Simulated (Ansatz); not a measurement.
A run of Ansatz (development build ahead of 0.2.0) on singlet C4H8 at this shape:

```yaml
atoms:
  - { symbol: C, position_ang: [0.0239, -0.0407, -0.0164] }
  - { symbol: C, position_ang: [0.0180, -0.0402, 1.3114] }
  - { symbol: C, position_ang: [0.0009, 1.2774, -0.8717] }
  - { symbol: C, position_ang: [-0.0241, -1.2645, 2.2207] }
  - { symbol: H, position_ang: [0.0360, -0.9323, -0.5060] }
  - { symbol: H, position_ang: [0.0130, 0.9760, 1.8857] }
  - { symbol: H, position_ang: [0.0108, 2.1446, -0.1878] }
  - { symbol: H, position_ang: [0.8791, 1.1891, -1.5130] }
  - { symbol: H, position_ang: [-0.8447, 1.2533, -1.4930] }
  - { symbol: H, position_ang: [0.0312, -2.1490, 1.5414] }
  - { symbol: H, position_ang: [0.8509, -1.2523, 2.8009] }
  - { symbol: H, position_ang: [-0.8922, -1.1832, 2.8149] }
```

Its results:

```yaml
Converged: yes
Total_energy: -155.98051 hartree
Spin_squared_of_the_determinant: 0.000
```

Q: Which input gives this output? Name the method, the orbitals and the basis set, and write the input.

A: RHF in def2-SVP. An unrestricted run that stays on the closed shell gives the same numbers.

```yaml
crystal:
  periodic: [false, false, false]
  atoms:
    - { symbol: C, position_ang: [0.02389, -0.04073, -0.01644] }
    - { symbol: C, position_ang: [0.01797, -0.04024, 1.31138] }
    - { symbol: C, position_ang: [0.00086, 1.27742, -0.87168] }
    - { symbol: C, position_ang: [-0.02406, -1.26446, 2.22074] }
    - { symbol: H, position_ang: [0.03602, -0.93227, -0.50596] }
    - { symbol: H, position_ang: [0.01298, 0.97597, 1.88572] }
    - { symbol: H, position_ang: [0.01076, 2.14461, -0.18775] }
    - { symbol: H, position_ang: [0.8791, 1.18907, -1.51297] }
    - { symbol: H, position_ang: [-0.84466, 1.25334, -1.49301] }
    - { symbol: H, position_ang: [0.03123, -2.14904, 1.5414] }
    - { symbol: H, position_ang: [0.8509, -1.25232, 2.80088] }
    - { symbol: H, position_ang: [-0.89217, -1.18318, 2.81488] }
basis:
  gaussian: { orbitals: def2-SVP }
hamiltonian:
  xc: hf
```
